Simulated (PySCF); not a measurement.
Molfile (atoms numbered from 1):
```
C2HAl
     RDKit          3D

  4  3  0  0  0  0  0  0  0  0999 V2000
   -0.8039   -0.0717   -0.0377 C   0  0  0  0  0  0  0  0  0  0  0  0
    0.3793    0.0111   -0.3037 C   0  0  0  0  0  0  0  0  0  0  0  0
    2.2952    0.1395   -0.7329 Al  0  0  0  0  0  1  0  0  0  0  0  0
   -1.8431   -0.1404    0.1947 H   0  0  0  0  0  0  0  0  0  0  0  0
  1  2  3  0
  2  3  1  0
  1  4  1  0
M  RAD  1   3   3
M  END
```

Geometry: PBE0-D3(BJ)/def2-TZVP; GIAO absolute shieldings from PySCF, gas phase, non-relativistic, averaged over equivalent atoms.

At PBE0/pcSseg-2 (129 basis functions, 6 s wall time on 1 thread of an Arm Neoverse V1, shared host):
| atoms | σ (ppm) |
| --- | --- |
| C2 | 65.4 |
| C1 | 110.6 |
| Al3 | 334.0 |
| H4 | 30.66 |

Predict the values at KT3/pcSseg-2 on the same geometry.

Answers


```csv
atoms,σ at KT3/pcSseg-2,change
C2,74.1,+8.7
C1,121.3,+10.7
Al3,378.7,+44.7
H4,30.71,+0.05
```

The largest change is at Al3 (aluminium bonded to C). Cost: 129 basis functions, 5 s wall time on 1 thread of an Arm Neoverse V1, shared host.
